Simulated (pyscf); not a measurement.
Thermochemistry of product channels of H₃C–Si(CH₃)(CH₃)–OH + H• on the doublet surface, in kcal/mol, from ωB97M-D3(BJ)/def2-TZVP energies (ideal gas, 1 atm, RRHO with modes under 100 cm⁻¹ raised to 100, one conformer, R ln 2 for chiral ones without a mode under 150 cm⁻¹). Optimised with ωB97X-D3(BJ)/def2-SVP in PySCF.

```csv
products,ΔE,ΔH(298 K),ΔG(900 K),ΔG(1200 K)
CH₄ + H₃C–Si•(CH₃)–OH,-13.5,-9.3,-15.6,-16.3
H₃C–Si(CH₃)(CH₃)–O• + H₂,+13.8,+13.0,+9.8,+9.1
```

These are energies of the channels, which say nothing of barriers.
